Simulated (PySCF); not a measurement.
Species: sodium fluoride, NaF.
Atom-mapped SMILES: `[F:1][Na:2]`

Computed, not measured: TDDFT CAM-B3LYP/def2-SVPD, vertical, gas phase, core orbitals frozen in the response (PySCF 2.14.0, density-fitted response routines). Isolated species at its PBE0-D3(BJ)/def2-SVP geometry, gas phase.

Each state is given a Gaussian of 0.25 eV full width at half maximum, with ε(max) = 2.175×10⁸ f / Δν̃ (Δν̃ the width in cm⁻¹). The width is an assumption, not a result. The curve ends short of the highest state used, and states not computed would add to its high-energy end.

(E (eV), ε (L mol⁻¹ cm⁻¹)): (4.25, 5), (4.34, 73), (4.43, 509), (4.51, 1566), (4.60, 2818), (4.69, 2535), (4.78, 1645), (4.86, 2429), (4.95, 4713), (5.04, 4954), (5.12, 2847), (5.21, 775), (5.30, 103), (5.38, 9), (5.47, 0), (5.56, 0), (5.65, 0), (5.73, 0), (5.82, 0), (5.91, 0), (5.99, 0), (6.08, 0), (6.17, 0), (6.25, 0)

Question: Where are the band maxima, and which computed states make them?

Answer: 268 nm (4.63 eV), ε about 2900, made up of S1 (50%) and S2 (50%); 248 nm (5.00 eV), ε about 5300, made up of S3 (100%) (ε in L mol⁻¹ cm⁻¹; maxima over ε = 5, shares over 10%). At its high-energy end, 6.25 eV, the curve is still rising (ε about 0.002, from S7 and S8). The states used: S1 4.63 eV (f 0.014); S2 4.63 eV (f 0.014); S3 5.00 eV (f 0.049); S4 6.59 eV (f 0.0000); S5 6.59 eV (f 0.0000); S6 6.60 eV (f 0.0000); S7 6.81 eV (f 0.0083); S8 6.81 eV (f 0.0083); S9 6.85 eV (f 0.017).

Question: Coming from long wavelengths, where does ε first pass 100 L mol⁻¹ cm⁻¹?

Answer: At about 285 nm (4.35 eV), 0.27 eV below S1.

Question: What would ε be at 5.00 eV, the highest of these maxima, with half the width (0.125 eV)?

Answer: About 10600 L mol⁻¹ cm⁻¹ against 5290, a factor of about 2.00; a lone state at its own centre would give exactly 2.

Question: On this curve, what absorbance would a 10⁻³ mol/L sample give at 266 nm over a 1 cm path?

Answer: 266 nm is 4.661 eV, where ε is about 2800 L mol⁻¹ cm⁻¹, so A = ε c l ≈ 2.8 (Beer–Lambert, with the gas-phase spectrum and the assumed width).

The vertical ionisation energy (ΔSCF) is 10.55 eV, 3.69 eV above S9.

The run took 4.0 s on an Arm Neoverse N1 with one thread, no GPU, shared host.
